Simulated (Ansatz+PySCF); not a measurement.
Values are calculated unless marked as measured or tabulated.
Input for Ansatz (development build ahead of 0.2.0):

```yaml
crystal:
  periodic: [false, false, false]
  atoms:
    - { symbol: F, position_ang: [0.0, 0.17193, -1.23162] }
    - { symbol: O, position_ang: [0.0, -0.4951, 0.18529] }
    - { symbol: O, position_ang: [0.0, 0.32317, 1.04633] }
basis:
  gaussian: { orbitals: cc-pVTZ }
magnetization:
  spin_polarized: true
  initial_magnetization: 1
hamiltonian:
  xc: hf
correlation:
  method: mp2
  frozen_orbitals: { F: 1, O: 1 }
output:
  forces: true
```

The input is written out in the form of the current development build from the run's settings.

Results

```json
{"Converged": "yes", "Reference energy": "-249.02447 hartree", "Correlation energy": "-0.65752 hartree", "Total energy": "-249.68199 hartree", "Spin squared of the determinant": "1.418", "Stability test": "minimum", "Occupied orbitals by symmetry in an Abelian subgroup (alpha; beta)": "10 A' 3 A''; 10 A' 2 A''"}
```

Forces (eV/Å):
```csv
atom,Fx,Fy,Fz
F1,0.000,0.391,-1.025
O2,0.000,1.399,2.749
O3,0.000,-1.790,-1.724
```

Caution: the unrestricted determinant is spin contaminated; another reference gives a lower total.
